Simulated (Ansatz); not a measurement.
Si(NH2)2H2 (SiN2H6), relaxed as a singlet with RKS PBE-D4/def2-TZVP in Ansatz, starting from the GFN2-xTB geometry. Force threshold 0.02 eV/Å.

Start:

Cartesian coordinates in Å:
```
Si -0.2061 0.4807 0.3226
N -1.0606 -0.4883 -0.8313
H -0.6217 -0.6965 -1.7146
H -2.0394 -0.3090 -0.9808
N 1.3496 -0.1601 0.6900
H 1.4055 -1.1082 1.0243
H 2.1164 0.0231 0.0637
H -1.0161 0.4016 1.5342
H 0.0725 1.8566 -0.1081
```

(1) Estimate the energy that the relaxation releases and the steps that it takes.

(2) Does the start keep its bonding?

(3) Predict the relaxed structure.

Results:

(1) 9.7 kJ/mol, in 11 steps; 8.5 s on 4 threads of Arm Neoverse V1 on a shared host. No frequencies were taken in this run, so the end may be a saddle point.

(2) By distances, no bond broke or formed. The bond that changes most is Si1–H8, from 1.46 to 1.50 Å (atoms count from 1).

(3) 
Cartesian coordinates in Å:
```
Si -0.1639 0.4654 0.2440
N -1.0992 -0.4950 -0.8427
H -0.7824 -0.6582 -1.7940
H -2.1125 -0.4786 -0.7828
N 1.3738 -0.2940 0.4333
H 1.4477 -1.2341 0.8108
H 2.1870 0.2681 0.6635
H -1.0479 0.5675 1.4544
H 0.1974 1.8588 -0.1864
```
Bond lengths: 2 × N–Si 1.73 Å; 4 × H–N 1.02 Å; 2 × H–Si 1.50 Å.
